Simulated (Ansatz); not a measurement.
Input and command of a calculation in Ansatz (plane waves; scalar-relativistic PAW potentials unless the input names others):

```yaml
crystal:
  lattice:
    - [2.7083818999, 0.0, 0.0]
    - [-1.35419095, 2.3455275285, 0.0]
    - [1.35419095, 0.7818425095, 2.2621673651]
  atoms:
    - { symbol: Pd, position: [0.0, 0.0, 0.0] }
basis:
  ecutwfc: "350 eV"
kpoints:
  mp_grid: { grid: [15, 15, 15] }
hamiltonian:
  xc: pbesol
  hubbard: { sites: [{ species: Pd, l: d, u_eff: 4.0 }], double_counting: fll }
scf:
  occupations: { method: gaussian, width: 0.1 }
  mixing: { algorithm: msr1, beta: 0.3 }
output:
  forces: true
  eigenvalues: true
  stress: true
```

```bash
ansatz run input.yaml --threads 2 --pin off --max-ram 5120MiB --backend cpu --events-out ev --progress --plain --runs-dir out
```

Abridged log:
```
Warning: basis.ecutwfc = 350 eV is below the records' recommended 420 eV, and the density's cutoff is lower with it unless basis.ecutrho_ratio is high enough to keep the records' density cutoff: compare with a run at a higher cutoff
Pd: projections on atomic orbitals take those of the free atom [Ar 3d10] 4s2 4p6 4d10, of charge +0.00 (hamiltonian.pseudopotentials.projection_atoms); the dataset's partial waves leave at most 1.0e-5 of an orbital's norm unspanned inside its sphere
Pseudopotentials: kind: paw
Pseudopotential: Pd, paw, valence charge 18, recommended cutoff 420 eV (normal)
Functional definition: PBEsol
Crystal: 1 atom, lattice volume = 14.371 Å³
Basis set: ecut = 350 eV, 193 PW (Γ), exchange–correlation on 36×36×36 points (8 copies of the dense FFT grid, shifted against one another)
Bands: 13, of which v1, the nominal top of the filled ones, is band 9 counted from 1 (8 counted from 0)
Symmetry: 12 space group operations
Space group: R-3m (ITA 166), of the structure as read, at distance tolerance 2.4e-5 Å
k-points: 344 of 3375
Initial density: superposition of atomic densities (chi_scale 0.1, normalization cell)
Initial wavefunctions: pseudopotential atomic-orbital guess
Functional: x = pbesol(κ = 0.804, μ = 0.12345679), c = pbesol(β = 0.046)
SCF iter   1: F=—  HF=-6906.257714 eV  |F-HF|=—  |Δ(HF+E_count)|=         —  Δρ=1.32e-1  dr2=2.44e0  ethr=3.10e-3  ⟨swp⟩=5.0  Hψ=23660  notcnv=0
SCF iter   2: F=—  HF=-6905.845888 eV  |F-HF|=—  |Δ(HF+E_count)|=   4.12e-1  Δρ=7.94e-2  dr2=8.85e-1  ethr=3.10e-3  ⟨swp⟩=2.2  Hψ=8734  notcnv=0
SCF iter   3: F=—  HF=-6905.610549 eV  |F-HF|=—  |Δ(HF+E_count)|=   2.35e-1  Δρ=1.45e-2  dr2=1.46e-2  ethr=3.10e-3  ⟨swp⟩=2.0  Hψ=7452  notcnv=0
SCF iter   4: F=—  HF=-6905.611135 eV  |F-HF|=—  |Δ(HF+E_count)|=   5.85e-4  Δρ=1.72e-3  dr2=3.55e-4  ethr=8.12e-5  ⟨swp⟩=2.0  Hψ=8372  notcnv=0
SCF iter   5: F=—  HF=-6905.611162 eV  |F-HF|=—  |Δ(HF+E_count)|=   2.77e-5  Δρ=4.82e-4  dr2=2.80e-5  ethr=1.97e-6  ⟨swp⟩=1.4  Hψ=5140  notcnv=0
SCF iter   6: F=—  HF=-6905.611158 eV  |F-HF|=—  |Δ(HF+E_count)|=   3.85e-6  Δρ=2.16e-5  dr2=4.67e-8  ethr=5.56e-10  ⟨swp⟩=3.9  Hψ=20703  notcnv=0
SCF iter   7: F=-6905.611158 eV  HF=-6905.611158 eV  |F-HF|=5.93e-10  |Δ(HF+E_count)|=   1.09e-8  Δρ=3.14e-6  dr2=9.38e-10  ethr=2.59e-10  ⟨swp⟩=2.0  Hψ=14504  notcnv=0
SCF 1 converged in 7 iterations: F = -6905.611158 eV  dr2 = 9.38e-10
SCF converged after 7 iterations
Free energy (F): -6905.611158 eV
Harris-Foulkes:  -6905.611158 eV  (|F-HF|=5.93e-10)
Internal energy: -6905.603462 eV  (E = F + TS)
E sigma→0 (E₀):  -6905.607310 eV
Entropy (-TS):   -0.007697 eV (-7.697 meV/atom)
Fermi energy:    19.021523 eV
--- Forces (eV/Å), atoms counted from 1 ---
  atom   1  Pd     0.00000000     0.00000000     0.00000000
--- Stress (GPa, compression-positive) ---
        6.167658       0.000000       0.000000
        0.000000       6.167658       0.000000
        0.000000       0.000000       2.371844
  P = ⅓ Tr σ = 4.9024 GPa (49.024 kbar)
Occupation matrices written to <dir>
```

Apart from outputs and empty bands, the input differs from a reference run on usual settings in hamiltonian.hubbard: not typed → {"sites": [{"species": "Pd", "l": "d", "u_eff": 4.0}], "double_counting": "fll"}; scf.mixing.algorithm: not typed → "msr1"; scf.mixing.beta: not typed → 0.3; basis.ecutwfc: 420 → "350 eV". The reference, at the same geometry (not necessarily relaxed), gave pressure 2.59 GPa, largest force 0.000 eV/Å, no gap on the mesh. This run converged in 7 SCF iterations (reference: 6) with an energy at zero smearing 1.0 eV/atom above the reference's (the Hamiltonian itself differs), pressure 4.90 GPa, largest force 0.000 eV/Å, no gap on the mesh. Its cutoff is looser than usual. The Hamiltonian differs as well, so the change in the result can't be put down to that alone.

It took 3.3 s on 2 threads of Arm Neoverse V1 (shared host), peak memory 0.31 GiB.